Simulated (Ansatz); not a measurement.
Relaxation of CH6OSi (9 atoms, charge 0, multiplicity 1), to a largest force component of 0.02 eV/Å in at most 40 steps.

Method: RKS PBE0/def2-mTZVP in Ansatz 0.2.0.

```xyz
9
Properties=species:S:1:pos:R:3
C -0.394 0.955 -0.766
O 0.653 0.139 -0.522
Si 0.478 -0.981 0.681
H -1.254 0.442 -1.088
H -0.167 1.658 -1.621
H -0.674 1.638 0.092
H 1.788 -1.771 0.803
H -0.593 -1.862 0.386
H 0.252 -0.264 2.017
```

Question: Where does it end, and by what steps?

Answer: The forces met the threshold. After 4 steps the energy has fallen by 0.271 eV; H8 moved furthest, 0.10 Å.

```tsv
step	energy less start (eV)	largest force component (eV/Å)	accepted
0	0.0000	3.673	yes
1	-0.2268	1.578	yes
2	-0.2287	0.666	yes
3	-0.2698	0.121	yes
4	-0.2710	0.010	yes
```

```xyz
9
Properties=species:S:1:pos:R:3
C -0.416 1.013 -0.801
O 0.643 0.135 -0.485
Si 0.511 -0.986 0.719
H -1.314 0.468 -1.116
H -0.095 1.652 -1.625
H -0.678 1.653 0.051
H 1.798 -1.720 0.755
H -0.614 -1.929 0.452
H 0.253 -0.332 2.034
```

Whether the end is a true minimum wasn't checked by a vibrational analysis.

Run time: 11 s on 1 thread of Arm Neoverse V1 (shared host), peak memory 0.13 GiB.
